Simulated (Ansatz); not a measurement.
# C4H7NO: a ladder of functionals and wavefunction methods

The task here is to estimate one member of a computed series from the others.

Computed with Ansatz 0.2.0, Gaussian basis. Level: functionals in def2-TZVPP, the program's frozen cores in correlated methods.

Plan: PBE-D4, r2SCAN-D4, PBE0-D4, B3LYP-D4, ωB97X-V, ωB97M-V, B2PLYP; CCSD(T)/def2-TZVPP; MP2/def2-QZVPP; extrapolation to the limit.

**The geometry**

The geometry comes from an earlier relaxation with PBE0-D4 in a triple-zeta def2 set; it is a stationary point, not always the lowest conformer.

SMILES `CC(=N)C(C)=O`, 13 atoms, charge 0, spin multiplicity 1.

Atoms are counted from 1 here; the program's logs count them from 0.

Bond lengths: C1–C2 1.493 Å, C1–H7 1.090 Å, C1–H8 1.092 Å, C1–H9 1.092 Å, C2–N3 1.268 Å, C2–C4 1.516 Å, N3–H10 1.021 Å, C4–C5 1.496 Å, C4–O6 1.208 Å, C5–H11 1.088 Å, C5–H12 1.092 Å, C5–H13 1.092 Å. Angles: C2–C1–H7 110.9°, C2–C1–H8 110.3°, C2–C1–H9 110.3°, H7–C1–H8 109.6°, H7–C1–H9 109.6°, H8–C1–H9 106.0°, C1–C2–N3 127.2°, C1–C2–C4 115.9°, N3–C2–C4 117.0°, C2–N3–H10 111.0°, C2–C4–C5 117.7°, C2–C4–O6 119.1°, C5–C4–O6 123.2°, C4–C5–H11 109.3°, C4–C5–H12 110.2°, C4–C5–H13 110.1°, H11–C5–H12 110.7°, H11–C5–H13 110.6° and more.

Geometry (Å):

```xyz
13
charge 0, multiplicity 1
C     1.7865   -0.5843    0.1976
C     0.4343    0.0108    0.4141
N     0.0177    0.6079    1.4519
C    -0.5389   -0.1194   -0.7414
C    -1.9054    0.4656   -0.5696
O    -0.1829   -0.6828   -1.7487
H     2.4176   -0.4464    1.0760
H     2.2651   -0.1295   -0.6726
H     1.6996   -1.6495   -0.0279
H     0.7427    0.6441    2.1698
H    -2.4880    0.2882   -1.4713
H    -2.3964    0.0252    0.3004
H    -1.8315    1.5354   -0.3636
```

Set-up of the first run:

File in.yaml:

```yaml
crystal:
  periodic: [false, false, false]
  atoms:
    - {symbol: C, position_ang: [1.786493, -0.584298, 0.197550]}
    - {symbol: C, position_ang: [0.434307, 0.010827, 0.414126]}
    - {symbol: N, position_ang: [0.017721, 0.607892, 1.451897]}
    - {symbol: C, position_ang: [-0.538893, -0.119378, -0.741402]}
    - {symbol: C, position_ang: [-1.905365, 0.465582, -0.569625]}
    - {symbol: O, position_ang: [-0.182948, -0.682835, -1.748746]}
    - {symbol: H, position_ang: [2.417568, -0.446407, 1.075978]}
    - {symbol: H, position_ang: [2.265086, -0.129504, -0.672595]}
    - {symbol: H, position_ang: [1.699607, -1.649471, -0.027910]}
    - {symbol: H, position_ang: [0.742698, 0.644109, 2.169850]}
    - {symbol: H, position_ang: [-2.487986, 0.288161, -1.471295]}
    - {symbol: H, position_ang: [-2.396383, 0.025220, 0.300431]}
    - {symbol: H, position_ang: [-1.831506, 1.535402, -0.363559]}
basis:
  gaussian: {orbitals: def2-TZVPP}
hamiltonian: {xc: pbe, dispersion: d4}
output: {forces: true, orbitals: {seedname: orbitals}}
```

Started as:

```console
$ ansatz run in.yaml --threads 4 --pin off --events-out ev --progress --plain --max-ram 10444MiB
```

Steps of the session up to this table: PBE-D4 (GGA); r2SCAN-D4 (meta-GGA); PBE0-D4 (hybrid); B3LYP-D4 (hybrid); ωB97X-V (range-separated); ωB97M-V (range-separated); B2PLYP (double hybrid); CCSD(T) in def2-TZVPP; MP2 in def2-QZVPP.

One of the session's tables, all rows but one given; the rest of the session is left out.

It belongs to the step «Atomisation energies». 

```
            method  atoms, summed (eV)  atomisation energy (kcal/mol)
            PBE-D4           -7734.102                         1348.4
         r2SCAN-D4           -7740.845                         1307.7
           PBE0-D4                   ?                              ?
          B3LYP-D4           -7745.809                         1307.7
           ωB97X-V           -7742.851                         1306.9
           ωB97M-V           -7742.023                         1309.2
            B2PLYP           -7739.452                         1293.8
     HF/def2-TZVPP           -7714.073                          926.1
    MP2/def2-TZVPP           -7727.705                         1294.7
   CCSD/def2-TZVPP           -7730.816                         1245.2
CCSD(T)/def2-TZVPP           -7731.176                         1268.4
           MP2/CBS           -7730.186                         1328.0
       CCSD(T)/CBS           -7733.657                         1301.7
```

Estimate the missing values for PBE0-D4.

As computed: atoms, summed (eV): -7735.957; atomisation energy (kcal/mol): 1315.1. In the column «atoms, summed (eV)» it lies between B2PLYP (-7739.452) and PBE-D4 (-7734.102).
